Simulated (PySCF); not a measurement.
HO, SMILES [OH-], charge -1. Geometry optimised at PBE0-D3(BJ)/def2-TZVPD.

Method: PBE0-D3(BJ)/def2-TZVPD in PySCF.

Harmonic wavenumbers (cm⁻¹): 3808. Rotational constants (GHz): 574.2 (linear); symmetry number 1.

Work out the zero-point energy and the ideal-gas rigid-rotor harmonic-oscillator thermochemistry at 298.15 K and 1 atm.

ZPE = ½ Σ hcν = ½ × 3808 cm⁻¹ = 22.77 kJ/mol. H − E(el) = 31.45 kJ/mol. Entropy in J/(mol K): translation 144.09, rotation 28.11, vibration 0.00, total 172.20. G − E(el) = -19.89 kJ/mol. Cp = 29.10 J/(mol K).
